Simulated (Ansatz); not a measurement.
Geometry optimisation, RKS PBE0-D4/def2-SVP (Ansatz 0.2.0).

Input:

```yaml
crystal:
  periodic: [false, false, false]
  atoms:
    - { symbol: Al, position_ang: [0.074096, -0.16174, 0.251372] }
    - { symbol: H, position_ang: [0.49884, -0.561236, 1.689779] }
    - { symbol: "N", position_ang: [1.877309, 0.079596, -0.056714] }
    - { symbol: H, position_ang: [2.470211, -0.111052, 0.743111] }
    - { symbol: H, position_ang: [2.436601, 0.367444, -0.85285] }
    - { symbol: C, position_ang: [-1.489007, 0.060497, -0.882083] }
    - { symbol: H, position_ang: [-2.150875, -0.818489, -0.832293] }
    - { symbol: H, position_ang: [-2.085949, 0.932686, -0.566846] }
    - { symbol: H, position_ang: [-1.203927, 0.212294, -1.934975] }
basis:
  gaussian: { orbitals: def2-SVP }
hamiltonian:
  xc: pbe0
  dispersion: d4
relax:
  f_tol: 0.03
  max_steps: 50
```

Launched with:

```bash
$ ansatz run input.yaml --threads 1 --pin off --max-ram 2048MiB --backend cpu --events-out ev --progress --plain --runs-dir out
```

Q: Where does it end, and by what steps?

A: The run converged. After 7 steps the energy has fallen by 0.550 eV; H2 moved furthest, 0.60 Å.

```json
{"step": "0", "energy less start (eV)": "0.0000", "largest force component (eV/Å)": "2.286", "accepted": "yes"}
{"step": "1", "energy less start (eV)": "-0.3314", "largest force component (eV/Å)": "1.246", "accepted": "yes"}
{"step": "2", "energy less start (eV)": "-0.4744", "largest force component (eV/Å)": "0.306", "accepted": "yes"}
{"step": "3", "energy less start (eV)": "-0.4959", "largest force component (eV/Å)": "0.628", "accepted": "yes"}
{"step": "4", "energy less start (eV)": "-0.5242", "largest force component (eV/Å)": "0.424", "accepted": "yes"}
{"step": "5", "energy less start (eV)": "-0.5480", "largest force component (eV/Å)": "0.271", "accepted": "yes"}
{"step": "6", "energy less start (eV)": "-0.5500", "largest force component (eV/Å)": "0.051", "accepted": "yes"}
{"step": "7", "energy less start (eV)": "-0.5503", "largest force component (eV/Å)": "0.004", "accepted": "yes"}
```

```xyz
9
Properties=species:S:1:pos:R:3
Al 0.153 -0.186 0.412
H -0.048 -0.618 1.931
N 1.828 0.077 -0.114
H 2.643 -0.026 0.481
H 2.119 0.353 -1.045
C -1.328 0.062 -0.840
H -1.969 -0.835 -0.879
H -1.978 0.894 -0.520
H -0.992 0.279 -1.867
```

The run took 20 s on 1 thread of Arm Neoverse V1 (shared host), peak memory 0.14 GiB.
